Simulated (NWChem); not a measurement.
System: hydrazine (N2H4); SMILES NN

The following NWChem deck was run.

```
start job
memory heap 200 mb stack 900 mb global 1100 mb
geometry units angstroms
  N     -0.060284     0.698870     0.062877
  N      0.060284    -0.698870     0.062877
  H      0.839627     1.107434     0.302782
  H     -0.338595     1.082555    -0.841649
  H     -0.839627    -1.107434     0.302782
  H      0.338595    -1.082555    -0.841649
end
basis spherical
  * library 6-31g*
end
dft
  xc hfexch
  iterations 150
end
driver
  maxiter 120
end
task dft optimize
task dft freq
```

The level has its own optimisation; frequencies are unscaled.

What results follow from this input? (Hartree-Fock/6-31G* (spherical d).) Quantities: r N–N (Å); highest harmonic frequency (cm⁻¹); lowest (cm⁻¹); zero-point energy (kcal/mol); dipole (D).


| Property | Result |
|---|---|
| r N–N (Å) | 1.413 |
| highest harmonic frequency (cm⁻¹) | 3822 |
| lowest (cm⁻¹) | 481 |
| zero-point energy (kcal/mol) | 36.4 |
| dipole (D) | 2.25 |
